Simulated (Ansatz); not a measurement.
**C₂H₃F₃O: a ladder of functionals and wavefunction methods**

An exercise on one series of results from a longer session: the logs are not shown, and one member is left open.

Computed with Ansatz 0.2.0, Gaussian basis. Level: functionals in def2-TZVPP, the program's frozen cores in correlated methods.

Plan: PBE-D4, r2SCAN-D4, PBE0-D4, B3LYP-D4, ωB97X-V, ωB97M-V, B2PLYP; CCSD(T)/def2-TZVPP; MP2/def2-QZVPP; extrapolation to the limit.

### Structure used throughout

An earlier PBE0-D4 in a triple-zeta def2 set relaxation fixed the geometry.

SMILES `FCOC(F)F`, 9 atoms, charge 0, spin multiplicity 1.

Atoms are counted from 1 here; the program's logs count them from 0.

Bond lengths: F1–C2 1.372 Å, C2–O3 1.385 Å, C2–H7 1.094 Å, C2–H8 1.089 Å, O3–C4 1.368 Å, C4–F5 1.354 Å, C4–F6 1.332 Å, C4–H9 1.094 Å. Angles: F1–C2–O3 110.3°, F1–C2–H7 107.6°, F1–C2–H8 108.6°, O3–C2–H7 111.8°, O3–C2–H8 106.5°, H7–C2–H8 112.0°, C2–O3–C4 115.2°, O3–C4–F5 110.3°, O3–C4–F6 106.7°, O3–C4–H9 113.4°, F5–C4–F6 108.0°, F5–C4–H9 108.2°, F6–C4–H9 110.1°.

The first run:

File in.yaml:

```yaml
crystal:
  periodic: [false, false, false]
  atoms:
    - {symbol: F, position_ang: [0.746264, -1.761020, -0.060614]}
    - {symbol: C, position_ang: [0.195313, -0.785990, -0.852536]}
    - {symbol: O, position_ang: [-0.778868, -0.092395, -0.154250]}
    - {symbol: C, position_ang: [-0.310926, 0.761575, 0.807023]}
    - {symbol: F, position_ang: [0.308866, 1.819660, 0.232977]}
    - {symbol: F, position_ang: [-1.374617, 1.216759, 1.466285]}
    - {symbol: H, position_ang: [1.005894, -0.129160, -1.180551]}
    - {symbol: H, position_ang: [-0.307621, -1.262873, -1.692733]}
    - {symbol: H, position_ang: [0.389595, 0.291044, 1.503299]}
basis:
  gaussian: {orbitals: def2-TZVPP}
hamiltonian: {xc: pbe, dispersion: d4}
output: {forces: true, orbitals: {seedname: orbitals}}
```

Among the steps run: PBE-D4 (GGA); r2SCAN-D4 (meta-GGA); PBE0-D4 (hybrid); B3LYP-D4 (hybrid); ωB97X-V (range-separated); ωB97M-V (range-separated); B2PLYP (double hybrid); CCSD(T) in def2-TZVPP; MP2 in def2-QZVPP.

One of the session's tables, all rows but one given; the rest of the session is left out.

It belongs to the step «Atomisation energies». 

```
            method  atomisation energy (kJ/mol)
            PBE-D4                       3688.8
         r2SCAN-D4                       3564.3
           PBE0-D4                       3557.6
          B3LYP-D4                       3525.2
           ωB97X-V                       3557.8
           ωB97M-V                       3558.6
            B2PLYP                       3504.4
     HF/def2-TZVPP                       2427.5
    MP2/def2-TZVPP                       3578.4
   CCSD/def2-TZVPP                            ?
CCSD(T)/def2-TZVPP                       3446.7
           MP2/CBS                       3676.2
       CCSD(T)/CBS                       3544.6
```

Estimate the missing values for CCSD/def2-TZVPP.

As computed: atomisation energy (kJ/mol): 3376.7. In the column «atomisation energy (kJ/mol)» it lies between HF/def2-TZVPP (2427.5) and CCSD(T)/def2-TZVPP (3446.7).
